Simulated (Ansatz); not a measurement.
This triplet is an excited state, 0.87 eV above the relaxed singlet at the level frozen-core CCSD(T)/cc-pVTZ // B3LYP-D3(BJ)/def2-TZVP (Ansatz, a quantum-chemistry and plane-wave program).

A geometry relaxed with B3LYP-D3(BJ)/def2-TZVP (Ansatz), charge 0, multiplicity 3:

```xyz
6

H     -0.5341     1.0310    -0.4717
F      1.9897     0.0276     0.2752
H     -0.7262     0.0733     1.0184
C     -0.4538     0.0227    -0.0441
C      0.8995    -0.5357    -0.2284
H     -1.1751    -0.6189    -0.5494
```

Task: Write the SMILES of this molecule.

Result: `C[C]F`
